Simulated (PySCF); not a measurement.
water (H₂O), SMILES O. Atoms are numbered in the order given.

```xyz
3

O      0.0000     0.0000    -0.1171
H      0.0000    -0.7649     0.4685
H      0.0000     0.7649     0.4685
```
Charge 0, spin multiplicity 1.

Geometry optimised at B3LYP-D3(BJ)/def2-TZVPD.

The numbers are results of B3LYP/pcJ-2 (PySCF), not measurements.

Isotropic couplings with Fermi-contact, spin-dipole and both spin-orbit terms, one fixed conformer, no vibrational averaging. Isotopes: 1H.

Question: Estimate the spin–spin coupling constants. (An estimate is asked for; the answer gives what the named calculation found.)

Answer: 
```csv
pair,bonds apart,J (Hz)
H2–H3,2,-6.6
```
